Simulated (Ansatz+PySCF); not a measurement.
Results of a calculation; reference values are marked as such.
## PySCF 2.14.0 run

```python
from pyscf import gto, scf, cc

mol = gto.M(atom="""
F 0.000000 0.000000 0.000000
F 0.000000 0.000000 1.380000
""", basis='sto-3g', charge=1, spin=1)
mf = scf.UHF(mol)
mf.kernel()
mycc = cc.CCSD(mf, frozen=2).run()
et = mycc.ccsd_t()
print(mf.e_tot, mycc.e_corr, et, mycc.e_tot + et)
```

The script is written out from the run's settings.

Results

* Converged: yes
* Reference energy: -195.51168 hartree
* CCSD correlation energy: -0.14822 hartree
* Triples correction: -0.00217 hartree
* Total energy: -195.66206 hartree
* Spin squared of the determinant: 0.750

The reference isn't the lowest determinant (another lies 1.32 eV lower), but the same method gives a higher total on the lower determinant.
